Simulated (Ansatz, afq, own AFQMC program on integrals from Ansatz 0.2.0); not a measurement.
## Where AFQMC and coupled cluster stand for SiH$_{3}$, doublet

```yaml
atoms:
  - { symbol: H, position_ang: [-2.4006, 0.0479, 0.0000] }
  - { symbol: H, position_ang: [-1.5586, 0.0479, 0.0000] }
  - { symbol: Si, position_ang: [0.1234, 0.0479, 0.0000] }
  - { symbol: H, position_ang: [0.5199, -1.4316, 0.0000] }
```

Basis cc-pVTZ. Only valence electrons are correlated. Ansatz 0.2.0 and our own AFQMC program on the same integrals; the CISD trial comes from CCSD amplitudes, and released means the phaseless constraint is let go. Error bars are statistical, one sigma.

Determinant: UHF, the one that the program's search chose, which needn't be the lowest solution. The geometry is a point of a scan.

No full CI on the walks' own integrals is used here; CCSDT(Q) serves as the reference and is uncertain by about the last step of the cluster series.

Cautions: unrestricted determinant slightly spin contaminated (⟨S²⟩ 0.80 against 0.75); the released energies have errors that jump between times, so the bars are unsure, so no released level is given (meV from the phaseless value at times in 1/Eh: -4.3 ± 1.3 at 0.24, -6.4 ± 1.1 at 0.51, -6 ± 6 at 0.99, 155 ± 166 at 1.62, -12.5 ± 1.2 at 2.40).

* T1 diagnostic: 0.0339
* weight of the determinant in the CISD state: 0.883
* ⟨S²⟩ of the determinant: 0.803
* size of the correlated space: 7 electrons in 71 orbitals

```
  level  correlation energy (eV)
    MP2                  -3.3411
   CCSD                  -4.2115
CCSD(T)                  -4.3418
```

**Question.** Estimate where phaseless AFQMC with a CISD trial lies against CCSD(T) on the same integrals.

**Answer.** 0.44 ± 0.04 kcal/mol below CCSD(T).

Reference: CCSDT(Q), correlation energy -4.376 eV.

| level | E − E(reference) (kcal/mol) | share of correlation (%) |
| --- | --- | --- |
| CCSD(T) | 0.80 | 99.21 |
| CCSDT | 0.11 | 99.89 |
| ph-AFQMC/CISD | 0.35 ± 0.04 | 99.65 |

A walk keeps the symmetry of its determinant, which the program's search chose and which needn't be the lowest solution, so a lower state of the same spin and another symmetry isn't excluded.
